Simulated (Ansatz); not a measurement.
**Relaxing Sc₂Cd**

The calculation used DFT PBE, scalar-relativistic, plane waves, PAW in Ansatz 0.2.0.

Sc₂Cd was placed on the cubic Laves (C15) structure type (Fd-3m, No. 227), with Cd in place of Mg, Sc in place of Cu, at a guessed volume.

The final relaxation ran on this input, with the default PAW datasets:

```yaml
crystal:
  lattice:
    - [0.0, 4.1734548415, 4.1734548415]
    - [4.1734548415, 0.0, 4.1734548415]
    - [4.1734548415, 4.1734548415, 0.0]
  atoms:
    - { symbol: Sc, position: [0.125, 0.125, 0.125] }
    - { symbol: Sc, position: [0.625, 0.125, 0.125] }
    - { symbol: Sc, position: [0.125, 0.125, 0.625] }
    - { symbol: Sc, position: [0.125, 0.625, 0.125] }
    - { symbol: Cd, position: [0.5, 0.5, 0.5] }
    - { symbol: Cd, position: [0.75, 0.75, 0.75] }
basis:
  ecutwfc: 420
kpoints:
  mp_grid: { grid: [8, 8, 8] }
hamiltonian:
  xc: pbe
scf:
  occupations: { method: gaussian, width: 0.1 }
output:
  forces: true
  stress: true
  eigenvalues: true
relax:
  adjacent_minimum: "off"
  f_tol: 0.01
  max_steps: 80
  cell: { stress_tol: 0.05 }
```

Launched as:

```bash
ansatz run input.yaml --threads 1 --pin off --max-ram 2560MiB --backend cpu --events-out ev --progress --plain --runs-dir out
```

It took 51 s on 1 thread of Arm Neoverse V1, on a shared host, peak memory 0.49 GiB.

End of the output:

```
SCF converged after 9 iterations
Free energy (F): -25051.036994 eV
Harris-Foulkes:  -25051.036994 eV  (|F-HF|=7.28e-12)
Internal energy: -25051.007898 eV  (E = F + TS)
E sigma→0 (E₀):  -25051.022446 eV
Entropy (-TS):   -0.029096 eV (-4.849 meV/atom)
Fermi energy:    10.619571 eV
--- Per-component energies (eV) ---
  E_band       = -1544.530979
  E_kinetic    = 2054.218730
  E_local      = -10179.872163  (includes V_loc(G=0)·N_el)
  E_nonlocal   = 402.767561
  E_hartree    = 4340.964610
  E_xc         = -770.849552
  E_vxc        = -959.998516  (∫ρ·V_xc dr)
  E_paw        = -11987.834209  (= ΣΔE_a)
  E_vpaw       = -1543.575884  (= ΣTr[D̂ρ^β])
  E_aug_tail   = 0.000073  (compensation charges beyond the density's cutoff)
  E_ewald      = -8910.402948
  E_smearing   = -0.029096  (= −TS)
  E_closure    =  0.000000  (closes the sum)
  Σ components = -25051.036994   (vs F -25051.036994, Δ=0.00e0)
--- Forces (eV/Å), atoms counted from 1 ---
  atom   1  Sc     0.00000000     0.00000000     0.00000000
  atom   2  Sc     0.00000000     0.00000000     0.00000000
  atom   3  Sc     0.00000000     0.00000000     0.00000000
  atom   4  Sc     0.00000000     0.00000000     0.00000000
  atom   5  Cd     0.00000000     0.00000000     0.00000000
  atom   6  Cd     0.00000000     0.00000000     0.00000000
  max |Σ_I F_I| component: 3.47e-18 eV/Å
--- Stress (GPa, compression-positive) ---
       -0.008537       0.000000       0.000000
        0.000000      -0.008537       0.000000
        0.000000       0.000000      -0.008537
  P = ⅓ Tr σ = -0.0085 GPa (-0.085 kbar)
--- Relaxed structure (2 steps of the walk, 2 accepted, 1 SCFs on fresh bases) ---
  F+E_penalty+E_count = -25051.03699422 eV   max|allowed force component| = 9.830e-18 eV/Å   (the final SCF, on the basis selected at the relaxed cell)
  cell:  # Å, volume = 144.5222 Å³
    - [0.000000, 4.165191, 4.165191]
    - [4.165191, 0.000000, 4.165191]
    - [4.165191, 4.165191, 0.000000]
  atoms:
    - { symbol: Sc, position: [0.125, 0.125, 0.125] }
    - { symbol: Sc, position: [0.625000, 0.125, 0.125] }
    - { symbol: Sc, position: [0.125, 0.125, 0.625000] }
    - { symbol: Sc, position: [0.125, 0.625000, 0.125] }
    - { symbol: Cd, position: [0.5, 0.5, 0.5] }
    - { symbol: Cd, position: [0.750000, 0.750000, 0.750000] }
```

Total energies depend on the potentials used, so only differences within one code and one set of settings carry meaning.

The result has space group Fd-3m (No. 227). Sc is coordinated by 6 Sc at 2.95 Å and 6 Cd at 3.45 Å; Cd has 12 Sc at 3.45 Å and 4 Cd at 3.61 Å.

Against the elements it lies at 0.19 eV/atom. Formation energies are uncorrected and refer to the elements' standard structures at the same level.

The k mesh leaves about 4 meV/atom of noise in metals.

Symmetry constrained the relaxation, so the result can be a saddle point.